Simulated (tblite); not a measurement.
1,3,4-oxdiazole, C₂H₂N₂O.
Cartesian coordinates in Å at the GFN2-xTB level; atoms count from 1:
```xyz
7
C2H2N2O angstrom
C     -1.0440    0.1099    0.0480
N     -0.6276   -1.0399    0.4516
N      0.7139   -1.0315    0.3285
C      1.0354    0.1228   -0.1433
O     -0.0367    0.9063   -0.3474
H     -2.0553    0.4560    0.0046
H      2.0176    0.4813   -0.3692
```

Method: GFN2-xTB as coded in tblite; computed harmonic values from a numerical Hessian at the method's own geometry, unscaled. Against measured fundamentals such values can be off by several per cent, at times by over 20.

**Question.** How many normal modes are there?

**Answer.** 7 atoms, non-linear: 3N − 6 = 15.

**Question.** What is the point group of the computed structure, and how do the modes divide by symmetry?

**Answer.** C2v. The vibrations span 6 a1 + 2 a2 + 7 of b1 or b2.

**Question.** How many distinct wavenumbers does the calculation give?

**Answer.** 15: C2v has no degenerate species.

**Question.** How many fundamentals are allowed in the infrared by symmetry?

**Answer.** 13 of 15: in C2v a2 modes are forbidden. All fundamentals are allowed in the Raman spectrum.

**Question.** Which of the modes above 1550 cm⁻¹ are stretches that can be named?

**Answer.** aromatic C–H 3202, 3205 cm⁻¹.

**Question.** Give the mode at 3202.3 cm⁻¹ as a wavelength, a frequency, a period and a quantum of energy.

**Answer.** 3.123 μm, 96 THz, 10.4 fs, 397 meV or 38.31 kJ/mol.

**Question.** What thermal excitation has the softest real mode at 77 K?

**Answer.** 640.6 cm⁻¹ is a vibrational temperature θ of 922 K. The population of v = 1 over v = 0 is exp(−θ/T) = 6.3e-06, and the mean quantum number is 6.3e-06.

Run on one thread of an Arm Neoverse V1, shared host. This covers the Hessian and the dipole derivatives.
